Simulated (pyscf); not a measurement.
Thermochemistry of product channels of PH (SMILES [PH]) [triplet] + H₃Si–SiH₃ (SMILES [SiH3][SiH3]) on the triplet surface, in kcal/mol, from CCSD(T)/def2-TZVPP + ΔMP2(QZVPP) energies (ideal gas, 1 atm, RRHO with modes under 100 cm⁻¹ raised to 100, one conformer, R ln 2 for rigid chiral ones). Single points on ωB97X-D3(BJ)/def2-SVP structures (PySCF, gas phase). MP2 and CC: frozen core, UHF for open shells. ΔMP2 is the change of the MP2 total energy from the triple- to the quadruple-zeta basis.

| products | ΔE | ΔH(298 K) | ΔG(600 K) | ΔG(900 K) |
|---|---|---|---|---|
| PH₃ (SMILES P) + :HSi–SiH₃ (SMILES [SiH][SiH3]) [triplet] | +15.6 | +16.4 | +12.2 | +10.5 |
| H₃Si–PH• (SMILES [SiH3][PH]) + SiH₃• (SMILES [SiH3]) | +11.4 | +11.0 | +7.0 | +5.3 |
| H₃Si–PH₂ (SMILES [SiH3]P) + SiH₂ (SMILES [SiH2]) [triplet] | +19.7 | +19.7 | +16.3 | +14.8 |

These are energies of the channels, which say nothing of barriers. :HSi–SiH₃ [triplet] is an excited spin state, 14.6 kcal/mol over the singlet at ωB97X-D3(BJ). SiH₂ [triplet] is an excited spin state, 21.9 kcal/mol over the singlet at ωB97X-D3(BJ). The CCSD(T) − MP2 part came from Ansatz, without density fitting, on the same reference.
